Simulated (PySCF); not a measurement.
Compound: C6H12.
SMILES with atom numbers: `[CH3:1][CH2:2][CH2:3][CH:4]1[CH2:5][CH2:6]1`

Structure used (PBE0-D3(BJ)/def2-SVP), in Å, numbered top down from 1:
```
atom  x, y, z in Å
C1     2.6883    0.0396   -0.1289
C2     1.2896   -0.5501   -0.2073
C3     0.2595    0.4098   -0.7897
C4    -1.1288   -0.1725   -0.8608
C5    -2.0257   -0.1373    0.3426
C6    -2.3361    0.7155   -0.8535
H7     3.4094   -0.6762    0.2940
H8     2.7065    0.9420    0.5036
H9     3.0561    0.3322   -1.1258
H10    0.9570   -0.8643    0.7973
H11    1.3075   -1.4715   -0.8159
H12    0.5798    0.7254   -1.7994
H13    0.2325    1.3326   -0.1820
H14   -1.2057   -1.0737   -1.4809
H15   -2.6644   -1.0000    0.5493
H16   -1.6471    0.3613    1.2404
H17   -2.1726    1.7941   -0.7694
H18   -3.1896    0.4429   -1.4799
```

NICS is the negative of the GIAO shielding at a point without a nucleus: at the ring centre (0) and 1 Å above and below it (1); zz is the component along the ring normal. Level: GIAO CAM-B3LYP/pcSseg-1 (PySCF, non-relativistic, gas phase) on the PBE0-D3(BJ)/def2-SVP geometry, one conformer.

Ring bond lengths (Å): C4–C5 1.501, C5–C6 1.501, C6–C4 1.499.

Give the NICS values of each ring in ppm.

```
    ring                                            type  NICS(0)  NICS(1), two faces  NICS(1)zz, two faces  rms pucker (Å)  centre to ring atoms, mean (Å)
C4–C5–C6  3-membered carbocycle; formal bonds all single    -43.0         -8.5 / -8.6         -21.0 / -23.5            0.00                            0.87
```

What can be read from them?

- C4–C5–C6: mean NICS(1)zz -22.3 ppm, shielded. C4, C5, C6 have four or more neighbours, so the value isn't read as a sign of a π ring current. NICS(0) lies 34 ppm below the mean NICS(1).

What are the shieldings of the ring atoms and their hydrogens in the same run (means over atoms taken as equivalent)?

```csv
atoms,environment,σ isotropic (ppm),"principal values of the symmetric part, first atom (ppm)"
C4,three-membered-ring carbon,169.7,"138.7, 155.7, 214.7"
C5 (×2),three-membered-ring carbon,176.6,"143.6, 172.1, 213.9"
H14,methine hydrogen,30.86,"24.1, 28.9, 39.5"
H15 (×2),methylene hydrogen,30.90,"25.5, 26.4, 40.9"
H16 (×2),methylene hydrogen,31.33,"26.3, 28.6, 39.2"
```

How do the values depend on the level or the medium?

| level | NICS(0), C4–C5–C6 | mean NICS(1)zz, C4–C5–C6 |
| --- | --- | --- |
| CAM-B3LYP/pcSseg-1, gas | -43.0 | -22.3 |
| PBE0/pcSseg-1, gas | -43.4 | -22.4 |

The geometry is the same throughout.
